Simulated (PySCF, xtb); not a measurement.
LiF, SMILES [F][Li].

Harmonic wavenumbers (cm⁻¹) from xtb with GFN2-xTB at its own minimum, in rising order: 893.

Question: What does PBE-D3(BJ)/def2-TZVPD (PySCF 2.14.0) give at its own minimum? (An estimate is asked for; the answer gives what the named calculation found.)

Answer: 880. Paired by order, the mean absolute difference is 13 cm⁻¹ and the zero-point energies are 1.3 and 1.3 kcal/mol.
